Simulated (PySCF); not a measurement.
CHO₂ (charge -1), SMILES O=C[O-], point group C2v.

Force field and properties: PBE0/pcSseg-2 (PySCF, grid level 2). Vibrational terms come from second-order perturbation theory with semi-diagonal cubic constants, by steps of ±0.6 along the normal coordinates of each isotopologue. The parent has the commonest isotopes.

Equilibrium geometry (Å):

```csv
atom,x,y,z
O1,-0.8901,-0.8249,0.1572
C2,0.0163,-0.0198,0.4389
O3,1.1693,-0.2131,0.8660
H4,-0.2546,1.0768,0.2793
```

An isotope shift is δ(isotopologue) − δ(parent), that is, the negative of the change in the averaged GIAO shielding; n counts bonds from the nearest label (0: the labelled atom itself). These are computed values; those of heavy atoms are rounded to 5 ppb, about the numerical noise. One-bond deuterium shifts of ¹³C at such levels come out too large, by a quarter to a half.

(1) What isotope shifts arise with ¹⁸O at 1?

(2) What isotope shifts arise with ²H at 4?

(3) What isotope shifts arise with ¹⁸O at 1, ²H at 4?

Answers

(1) 
```json
{"nucleus": "O1", "n": "0", "0 K (ppb)": "-150", "500 K (ppb)": "-125"}
{"nucleus": "C2", "n": "1", "0 K (ppb)": "-30", "500 K (ppb)": "-25"}
{"nucleus": "O3", "n": "2", "0 K (ppb)": "-70", "500 K (ppb)": "-55"}
{"nucleus": "H4", "n": "2", "0 K (ppb)": "-1", "500 K (ppb)": "-1"}
```

(2) 
| nucleus | n | 0 K (ppb) | 500 K (ppb) |
| --- | --- | --- | --- |
| H4 | 0 | -85 | -71 |
| C2 | 1 | 35 | 40 |
| O1 | 2 | -240 | -110 |
| O3 | 2 | -240 | -115 |

(3) 
```csv
nucleus,n,0 K (ppb),500 K (ppb)
O1,0,-385,-230
H4,0,-86,-72
C2,1,5,15
O3,2,-325,-180
```
